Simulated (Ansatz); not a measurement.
```yaml
crystal:
  periodic: [false, false, false]
  atoms:
    - {symbol: Mo, position_ang: [0.000000, 0.000000, 0.000000]}
    - {symbol: Ge, position_ang: [0.000000, 0.000000, 2.650000]}
basis:
  gaussian: {orbitals: def2-TZVP}
magnetization: {spin_polarized: true, initial_magnetization: 2}
hamiltonian: {xc: pbe0}
relax: {f_tol: 0.004, max_steps: 80}
```

```sh
$ ansatz run in.yaml --threads 1 --pin off --events-out ev --progress --plain --max-ram 2176MiB
```

Steps of the relaxation (energy above the last step; positions in Å, forces in eV/Å):

```
2
step 1, 361.5 meV
Mo    0.000    0.000    0.000    0.000    0.000    1.664
Ge    0.000    0.000    2.650    0.000    0.000   -1.664
```

```
2
step 2, 38.1 meV
Mo    0.000    0.000    0.122    0.000    0.000    0.781
Ge    0.000    0.000    2.528    0.000    0.000   -0.781
```

```
2
step 3, 61.3 meV
Mo    0.000    0.000    0.216    0.000    0.000   -1.356
Ge    0.000    0.000    2.434    0.000    0.000    1.356
```

```
2
step 4, 0.0 meV
Mo    0.000    0.000    0.168    0.000    0.000   -0.022
Ge    0.000    0.000    2.482    0.000    0.000    0.022
```

```
2
step 5, 0.0 meV
Mo    0.000    0.000    0.167    0.000    0.000    0.002
Ge    0.000    0.000    2.483    0.000    0.000   -0.002
```

Close pairs at the end: Mo1–Ge2 2.316 Å.

A stationary point of unrestricted PBE0 after 5 steps, with ⟨S²⟩ = 3.698 against 2.00 for a pure state. 90 s on 1 thread of Arm Neoverse V1, shared host.
